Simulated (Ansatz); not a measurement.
# Worked example: building the atomization energy of N2H4, singlet

Measured: the G2/97 heats of formation, with zero-point and thermal terms from B3LYP taken off, give an electronic atomization energy of 438.3 kcal/mol (Curtiss et al., J. Chem. Phys. 106, 1063 (1997); Staroverov et al., J. Chem. Phys. 119, 12129 (2003)). The calculation below tries to reproduce it.

Geometry (MP2(full)/6-31G*, from the G2/97 set):

```xyz
6

N     0.0000    0.7190   -0.0440
N     0.0000   -0.7190   -0.0440
H     0.2111    1.0928    0.8816
H    -0.9482    1.0050   -0.2704
H    -0.2111   -1.0928    0.8816
H     0.9482   -1.0050   -0.2704
```

Atomization energies (atoms less molecule, kcal/mol) from Ansatz 0.2.0, frozen cores, restricted molecule, unrestricted atoms (their steps beyond CCSDT(Q) from restricted open-shell runs), sets cc-pVDZ, cc-pVTZ, cc-pVQZ:

```json
{"level": "HF", "DZ": "255.11", "TZ": "265.31", "QZ": "266.95"}
{"level": "CCSD(T)", "DZ": "386.81", "TZ": "420.40", "QZ": "430.72"}
{"level": "CCSDT", "DZ": "386.90", "TZ": "420.11", "QZ": "–"}
{"level": "CCSDT(Q)", "DZ": "387.37", "TZ": "420.55", "QZ": "–"}
{"level": "CCSDTQ", "DZ": "387.32", "TZ": "–", "QZ": "–"}
```

Question: Extrapolate Hartree–Fock with exp(−5.46 √X) and the CCSD(T) correlation part with X⁻³ (X = 3, 4), add each higher step from the largest set that has it, and compare with the measured value.

Answer: Hartree–Fock: 266.95 + (266.95 − 265.31) × 0.301 = 267.44.
Correlation: TZ 155.09, QZ 163.77; (64 × 163.77 − 27 × 155.09) / 37 = 170.10.
Full triples (TZ): 420.11 − 420.40 = -0.29.
(Q) (TZ): 420.55 − 420.11 = 0.44.
Full quadruples (DZ): 387.32 − 387.37 = -0.05.
Sum: 437.6 kcal/mol, 0.7 below the measured 438.3.

The steps beyond CCSD(T) add 0.10 kcal/mol, while going from QZ to the limit adds 6.82. Core correlation, scalar relativity, spin–orbit terms and the relaxation from this MP2 geometry are missing from the sum, and the measured value has its own uncertainty.
